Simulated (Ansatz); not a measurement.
Ansatz (a first-principles code) input (HF/3-21G): The .json file is the Basis Set Exchange's 3-21G.

Ansatz 0.2 input:
```yaml
crystal:
  periodic: [false, false, false]
  atoms:
    - {symbol: C, position_ang: [-0.01422854, 0.11969986, 1.94454995]}
    - {symbol: C, position_ang: [-0.00765732, -0.19606362, 0.64568161]}
    - {symbol: C, position_ang: [-0.00266694, -0.57988144, -0.56232239]}
    - {symbol: C, position_ang: [0.01834100, 0.31025945, -1.79175694]}
    - {symbol: H, position_ang: [-0.93217856, 0.25945415, 2.49577525]}
    - {symbol: H, position_ang: [0.89788431, 0.23669351, 2.51056714]}
    - {symbol: H, position_ang: [0.03019668, 1.38901378, -1.59864533]}
    - {symbol: H, position_ang: [0.89128122, 0.08454884, -2.40526847]}
    - {symbol: H, position_ang: [-0.84991282, 0.10620421, -2.41934206]}
basis:
  gaussian:
    orbitals: 3-21G.json
hamiltonian:
  xc: {name: HF}
total_charge: -1
phonons: {temperatures: {t_min: 298.15, t_max: 298.15, t_step: 100}}
```

Problem. Which harmonic wavenumbers does it give?

Solution. 141, 177, 373, 606, 630, 719, 842, 1127, 1160, 1176, 1313, 1548, 1634, 1669, 1680, 2068, 3057, 3137, 3148, 3222, 3265 cm⁻¹ (unscaled; negative means imaginary).
